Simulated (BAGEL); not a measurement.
**HF/STO-3G (density fitting with qzvpp-jkfit) run of [BF2]+ (SMILES F[B+]F)**

Aim: the vertical ionisation energy of [BF2]+ at HF/STO-3G (density fitting with qzvpp-jkfit), from 2 runs. 

The results are computed with BAGEL 1.2.2.

1 further run of the same task is left out (it didn't finish).

## Step 1: The structure to begin with

[BF2]+: 3 atoms, total charge +1, spin state singlet. As SMILES, `F[B+]F`. The shape is that of a GFN2-xTB optimisation.

Bond lengths: F1–B2 1.219 Å, B2–F3 1.219 Å. Angles: F1–B2–F3 179.9°.

## Step 2: The energy at HF/STO-3G (density fitting with qzvpp-jkfit)

File job.json:

```json
{ "bagel": [

{
  "title": "molecule",
  "basis": "sto-3g",
  "df_basis": "qzvpp-jkfit",
  "angstrom": true,
  "geometry": [
    { "atom": "F", "xyz": [    0.327370,    1.133870,    0.305680 ] },
    { "atom": "B", "xyz": [    0.000740,   -0.000320,    0.000370 ] },
    { "atom": "F", "xyz": [   -0.328120,   -1.133550,   -0.306050 ] }
  ]
},
{
  "title": "hf",
  "charge": 1
},
{
  "title": "print",
  "file": "orbitals.molden",
  "orbitals": true
}

]}
```

Command:

```console
$ BAGEL_NUM_THREADS=1 BAGEL job.json > job.out
```

Output:

```text
* using 1 threads per process

  ===============================================================
  ===============================================================

  *** Geometry ***

  { "atom" : "F", "xyz" : [      0.618640,      2.142704,      0.577651 ] },
  { "atom" : "B", "xyz" : [      0.001398,     -0.000605,      0.000699 ] },
  { "atom" : "F", "xyz" : [     -0.620057,     -2.142099,     -0.578351 ] },

  Number of auxiliary basis functions:      229

  Since a DF basis is specified, we compute 2- and 3-index integrals:
    o Being stored without compression. Storage requirement is 0.000 GB

  Number of basis functions:       15
  Number of electrons      :       23

    * METHOD: MOLECULE                             0.03

  *** RHF ***

  === Nuclear Repulsion ===
    56.6451617552

      * DIIS with orbital gradients will be used.

  === RHF iteration (sto-3g) ===
      0       -220.19333990          0.03523995           0.00
      1       -220.26573171          0.01174403           0.00
      2       -220.27221577          0.00159167           0.00
      3       -220.27240840          0.00020961           0.00
      4       -220.27241472          0.00004901           0.00
      5       -220.27241500          0.00000078           0.00
      6       -220.27241500          0.00000007           0.00
      7       -220.27241500          0.00000001           0.00
      8       -220.27241500          0.00000000           0.00
    * SCF iteration converged.

    * Permanent dipole moment:
           (   -0.002254,     0.000977,    -0.001121) a.u.

    * METHOD: HF                                   0.03

    * METHOD: PRINT                                0.00

  ===============================================================
```

Run time: 0.18 s. Hardware: 1 thread of Arm Neoverse V2, shared host.

## Step 3: Doublet [BF2]2+

File hf.json:

```json
{ "bagel" : [

{
  "title" : "molecule",
  "basis" : "sto-3g",
  "df_basis" : "qzvpp-jkfit",
  "angstrom" : true,
  "geometry" : [
    { "atom" : "F", "xyz" : [       0.327370,       1.133870,       0.305680 ] },
    { "atom" : "B", "xyz" : [       0.000740,      -0.000320,       0.000370 ] },
    { "atom" : "F", "xyz" : [      -0.328120,      -1.133550,      -0.306050 ] }
  ]
},

{ "title" : "uhf", "charge" : 2, "nopen" : 1 },

{ "title" : "print", "file" : "orbitals.molden", "orbitals" : true }

]}
```

Command:

```console
$ BAGEL_NUM_THREADS=1 BAGEL hf.json > hf.out
```

Output:

```text
* using 1 threads per process

  ===============================================================
  ===============================================================

  *** Geometry ***

  { "atom" : "F", "xyz" : [      0.618640,      2.142704,      0.577651 ] },
  { "atom" : "B", "xyz" : [      0.001398,     -0.000605,      0.000699 ] },
  { "atom" : "F", "xyz" : [     -0.620057,     -2.142099,     -0.578351 ] },

  Number of auxiliary basis functions:      229

  Since a DF basis is specified, we compute 2- and 3-index integrals:
    o Being stored without compression. Storage requirement is 0.000 GB

  Number of basis functions:       15
  Number of electrons      :       23

    * METHOD: MOLECULE                             0.03

  *** Open-shell HF ***

  === Nuclear Repulsion ===
    56.6451617552

      * DIIS with orbital gradients will be used.

  === UHF iteration (sto-3g) ===
      0       -219.32452341          0.05575718           0.00
      1       -219.40132252          0.01614517           0.00
      2       -219.41396842          0.00616166           0.00
      3       -219.41866242          0.00326296           0.00
      4       -219.42048989          0.00094259           0.00
      5       -219.42075285          0.00006930           0.00
      6       -219.42075715          0.00001406           0.00
      7       -219.42075753          0.00000392           0.00
      8       -219.42075759          0.00000232           0.00
      9       -219.42075760          0.00000151           0.00
     10       -219.42075760          0.00000084           0.00
     11       -219.42075760          0.00000047           0.00
     12       -219.42075760          0.00000028           0.00
     13       -219.42075760          0.00000019           0.00
     14       -219.42075760          0.00000015           0.00
     15       -219.42075760          0.00000005           0.00
     16       -219.42075760          0.00000002           0.00
     17       -219.42075760          0.00000001           0.00
    * SCF iteration converged.

    * S^2 (UHF) is 0.9390

    * Permanent dipole moment:
           (   -0.002254,     0.000600,    -0.001164) a.u.

    * METHOD: UHF                                  0.06

    * METHOD: PRINT                                0.00

  ===============================================================
```

It took 0.22 s on 1 thread of Arm Neoverse V2, shared host.

## Step 4: What came out

At HF/STO-3G (density fitting with qzvpp-jkfit):

| quantity | value |
| --- | --- |
| singlet [BF2]+: total energy | -220.27241 Eh |
| singlet [BF2]+: HOMO energy | -24.98 eV |
| singlet [BF2]+: LUMO energy | -1.62 eV |
| singlet [BF2]+: HOMO–LUMO gap | 23.35 eV |
| doublet [BF2]2+: total energy | -219.42076 Eh |
| doublet [BF2]2+: ⟨S²⟩ | 0.939 |
| vertical ionisation energy (to the doublet dication) | 23.175 eV |

What this shows: The vertical ionisation energy comes to 23.17 eV (2236 kJ/mol). −ε(HOMO) before ionisation, 24.98 eV, is 1.80 eV above this ionisation energy. In a minimal basis such a difference can be off by several eV, whatever the method. ⟨S²⟩ (doublet [BF2]2+) is 0.94 where a pure doublet has 0.75: the reference is spin-contaminated.
